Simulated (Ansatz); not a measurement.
Compare A (`CC(C)N`) with its isomer B (`CN(C)C`).

Program: Ansatz. Geometries: PBE0-D4/def2-TZVP. ΔE: electronic, gas phase. CCSD(T)/CBS adds triple-zeta CCSD(T) − MP2 to the extrapolated MP2 energy (def2 sets, frozen cores). DFT in def2-TZVPP. B3LYP here is the variant with VWN-RPA as its local correlation; programs differ in this. One conformer a species, not always the lowest.

(1) Which isomer does CCSD(T)/CBS put lower? Give the gap. (Best estimate.)

(2) Give E(B) − E(A) in kJ/mol with ωB97M-V, PBE0-D4, HF/def2-TZVPP, B3LYP, B2PLYP, CCSD(T)/def2-SVP, CCSD/def2-TZVPP. (Estimate.)

(3) Does the order hold for the free energy at 298.15 K (harmonic terms from PBE0-D4)? (Estimate.)

Largest T1 diagnostic: 0.009.

Answers

(1) Ansatz gave: A, by 63.7 kJ/mol.

(2) The calculation gave: ωB97M-V 61.1, PBE0-D4 59.2, HF/def2-TZVPP 57.9, B3LYP 55.9, B2PLYP 58.3, CCSD(T)/def2-SVP 53.4, CCSD/def2-TZVPP 61.3. None reverses the order clearly.

(3) The calculation gave: Yes: G(B) − G(A) = +65.1 kJ/mol, for one conformer each.

From BLYP to BHLYP (50 % exact exchange), in def2-TZVPP and without D4, E(B) − E(A) moves by +4.5 kJ/mol. Leaving LDA and LC-ωPBE aside and taking each functional with its dispersion term where it has one, the values, not all of them listed here, spread over 9.4 kJ/mol, from BLYP-D4 to PBE-QIDH.
